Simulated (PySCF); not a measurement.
Ranking problems on computed properties.

Species are written as SMILES; each is one conformer at its optimised geometry, gas phase, non-relativistic unless stated. Electronic properties by PySCF.

Dipoles, sizes and rotational constants follow the conformer. The torsions of the flexible species, by atom-mapped SMILES:
- `[O:1]=[C:2]([GeH2:3][CH2:4][GeH3:5])[C:6]([F:7])([F:8])[F:9]`: O1–C2–Ge3–C4 -27°, C2–Ge3–C4–Ge5 -73°, O1–C2–C6–F7 -12°
- `[H]/[N:1]=[CH:2]\[SiH2:3][PH2:4]`: N1–C2–Si3–P4 107°, H–P4–Si3–C2 52°, H–P4–Si3–C2 -42°
- `[CH3:1][CH2:2][CH2:3][CH2:4][C:5]#[C:6][C:7]#[C:8][C:9]#[N:10]`: C1–C2–C3–C4 180°, C2–C3–C4–C5 180°
- `[CH2:1]=[CH:2]/[CH:3]=[CH:4]\[c:5]1[cH:6][cH:7][n:8][cH:9][cH:10]1`: C1–C2–C3–C4 175°, C3–C4–C5–C6 -37°
- `[BH2:1][PH:2][SiH2:3][PH2:4]`: B1–P2–Si3–P4 50°, H–P4–Si3–P2 63°, H–P4–Si3–P2 157°
- `[H]/[N:1]=[CH:2]\[GeH2:3][AsH2:4]`: N1–C2–Ge3–As4 112°, H–As4–Ge3–C2 -44°, H–As4–Ge3–C2 49°
- `[CH2:1]=[N:2][GeH2:3][AsH2:4]`: C1–N2–Ge3–As4 -2°, H–As4–Ge3–N2 -46°, H–As4–Ge3–N2 46°

The conformers of `C=C[C@@]1(Cl)CC[C@@H]2O[C@@H]2C1` aren't listed.

(1) Rank by dipole moment, highest first (CAM-B3LYP/def2-SVPD at PBE0-D3(BJ)/def2-SVP geometries).
A. `CCCCC#CC#CC#N` (C9H9N)
B. `C[O+](C)[GaH3-]` (C2H9GaO)
C. `FF` (F2)
D. `O=[C]([GeH2][CH2][GeH3])C(F)(F)F` (C3H7F3Ge2O)
E. `P[SiH2]/C=N\[H]` (CH6NPSi)

(2) Rank by vertical ionisation energy, highest first (ΔSCF CAM-B3LYP/def2-SVPD at PBE0-D3(BJ)/def2-SVP geometries).
A. `FF` (F2)
B. `CCCCC#CC#CC#N` (C9H9N)
C. `O=[C]([GeH2][CH2][GeH3])C(F)(F)F` (C3H7F3Ge2O)
D. `C=C/C=C\c1ccncc1` (C9H9N)
E. `[H]/N=C\[SiH2]P` (CH6NPSi)

(3) Rank by HOMO energy, lowest first (CAM-B3LYP/def2-SVPD at PBE0-D3(BJ)/def2-SVP geometries).
A. `c1cc(ccn1)/C=C\C=C` (C9H9N)
B. `CCCCC#CC#CC#N` (C9H9N)
C. `FF` (F2)
D. `O=[C]([GeH2][CH2][GeH3])C(F)(F)F` (C3H7F3Ge2O)
E. `[H]/N=C\[SiH2]P` (CH6NPSi)

(4) By how much do the two ends of that ranking differ?

(5) Rank by electronic spatial extent ⟨r²⟩ about the centre of nuclear charge, highest first (CAM-B3LYP/def2-SVPD at PBE0-D3(BJ)/def2-SVP geometries).
A. `O=[C]([GeH2][CH2][GeH3])C(F)(F)F`
B. `[SiH2](P)/C=N\[H]`
C. `C=C/C=C\c1ccncc1`
D. `C[O+](C)[GaH3-]`
E. `CCCCC#CC#CC#N`

(6) Give the two extremes of that set in Å².

(7) Rank by static isotropic polarisability, lowest first (CAM-B3LYP/def2-SVPD at PBE0-D3(BJ)/def2-SVP geometries).
A. `C=C/C=C\C1=CC=NC=C1`
B. `[H]/N=C\[SiH2]P`
C. `O=[C]([GeH2][CH2][GeH3])C(F)(F)F`
D. `Cl[C@@]1(CC[C@@H]2O[C@@H]2C1)C=C`
E. `CCCCC#CC#CC#N`

(8) Rank by smallest rotational constant, highest first (PBE0-D3(BJ)/def2-SVP).
A. `[AsH2][GeH2][N]=C`
B. `[H]/N=[CH]\[GeH2][AsH2]`
C. `BP[SiH2]P`
D. `c1nccc(c1)/C=C\C=C`

Answers

(1) A (6.91 D), B (4.23 D), D (2.78 D), E (1.35 D), C (0.00 D).

(2) A (16.15 eV), C (10.01 eV), B (9.61 eV), E (9.37 eV), D (8.51 eV).

(3) C (-13.50 eV), D (-9.25 eV), B (-8.91 eV), E (-8.52 eV), A (-7.93 eV).

(4) By 5.57 eV, between `C=C/C=C\c1ccncc1` and `FF` (F2).

(5) E (3621 bohr²), A (2764 bohr²), C (1759 bohr²), B (660 bohr²), D (630 bohr²).

(6) `C[O+](C)[GaH3-]`: 176 Å²; `CCCCC#CC#CC#N`: 1014 Å².

(7) B (76.6 au), C (101.9 au), D (104.9 au), A (122.5 au), E (132.8 au).

(8) C (1.481 GHz), A (1.161 GHz), B (1.062 GHz), D (0.637 GHz).
